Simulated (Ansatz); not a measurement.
## P₂⁺, quartet: reading a ladder of total energies

Geometry: that of the P2⁺, doublet, kept fixed. The doublet lies 2.2 eV lower here.

```xyz
2

P     0.0000    0.0000    0.0000
P     0.0000    0.0000    1.9656
```

Basis cc-pVDZ; Ansatz 0.2.0. Only valence electrons are correlated (noble-gas cores frozen), which leaves 9 electrons in 26 orbitals. R marks a restricted (for open shells ROHF) determinant, U an unrestricted one.

Full CI is exact within this basis and frozen core; it isn't the basis-set limit. The frozen core follows each run's orbitals, which can shift R against U totals by a few meV.

The determinant fills πx and πy unequally, so it is a mixture of Σ and Δ, which weighs on every level built on one determinant.

UCCSD has a T1 diagnostic of 0.018 and a largest doubles amplitude of 0.16.

The cluster runs stand on a determinant 0.74 eV above the lowest UHF solution, chosen by a search with trial CCSD; the correlation energy below is counted from it.

Runs differ by some tens of microhartree through their thresholds and, for an open shell, their frozen cores, so the step to full CI, which has another core, is uncertain by up to 0.1 kcal/mol.

```csv
level,total energy (hartree)
UHF determinant under the cluster runs,-681.050960
UCCSD*,-681.248534
UCCSD(T)*,-681.260548
UCCSDT*,-681.270246
UCCSDT(Q)*,-681.274890
UCCSDTQ*,-681.274129
full CI,-681.274276
```

Problem. What is the correlation energy at full CI, and what share of it do UMP2 and UCCSD recover?

Solution. E(corr) = -681.274276 − (-681.050960) = -0.223316 hartree = -6.077 eV. UCCSD: -0.197574 / -0.223316 = 88.47 %.

Problem. By how many kcal/mol does UCCSD(T) miss full CI (1 hartree = 627.509 kcal/mol), and which steps make up the rest?

Solution. -681.260548 − (-681.274276) = 0.013728 hartree = 8.61 kcal/mol. Steps: UCCSDT − UCCSD(T) = -6.09, UCCSDT(Q) − UCCSDT = -2.91, UCCSDTQ − UCCSDT(Q) = 0.48, full CI − UCCSDTQ = -0.09 kcal/mol. With more than one leading determinant such errors change with state and geometry, and needn't cancel in differences.

An asterisk marks runs whose energy the program itself flagged as in doubt.
